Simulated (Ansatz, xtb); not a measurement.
**C4H4FN: which of two isomers lies lower**

Structure a is `N#C[C@@H]1C[C@@H]1F`, a singlet and structure b is `N#CC1(F)CC1`, a singlet. Both are isolated molecules in the gas phase, relaxed with B3LYP/def2-SVP.

**Question.** Which of the two would you expect CCSD(T)/def2-SVP + ΔMP2/def2-TZVPP electronic energies to favour?

**Answer.** Structure a; the calculation gives E(b) − E(a) = +1.34 kcal/mol.

How the difference moves with the method:

| level | geometry | E(b) − E(a) (kcal/mol) | departure from the last row (kcal/mol) | job, with rough time for the two |
| --- | --- | --- | --- | --- |
| GFN2-xTB | GFN2-xTB | +1.92 | +0.58 | optimisation, 0.17 s |
| HF/STO-3G | GFN2-xTB | +0.62 | −0.72 | single point, 0.54 s |
| r2SCAN-D4/def2-SVP | GFN2-xTB | +1.78 | +0.45 | single point, 3.6 s |
| B3LYP/def2-SVP | B3LYP/def2-SVP | +1.92 | +0.58 | optimisation, 40 s |
| HF/def2-SVP | B3LYP/def2-SVP | +2.67 | +1.33 | part of the CCSD(T) run |
| MP2/def2-SVP | B3LYP/def2-SVP | +1.70 | +0.37 | part of the CCSD(T) run |
| CCSD(T)/def2-SVP | B3LYP/def2-SVP | +1.57 | +0.24 | single point |
| CCSD(T)/def2-SVP + ΔMP2/def2-TZVPP | B3LYP/def2-SVP | +1.34 |  | single point, 50 s |

As drawn, both hold the same kinds of bond in the same numbers.

None of the levels shown reverses the order. The largest departure from CCSD(T)/def2-SVP + ΔMP2/def2-TZVPP is that of HF/def2-SVP, 1.33 kcal/mol. The last row adds to CCSD(T) the change of the MP2 difference between the two basis sets, here −0.24 kcal/mol.

With harmonic frequencies from B3LYP/def2-SVP (ideal gas, rigid rotor, one conformer each, 298.15 K, 1 atm): the zero-point term adds −0.42 kcal/mol; ΔH is +0.94 and ΔG +1.01 kcal/mol.

The correlated steps freeze 6 core orbitals. Mirror images aren't counted in ΔG. Run with Ansatz 0.2.0, xtb 6.7.1; the last row on 2 threads of Intel(R) Xeon(R) Platinum 8259CL CPU @ 2.50GHz (Skylake/Cascade Lake) on a shared host.
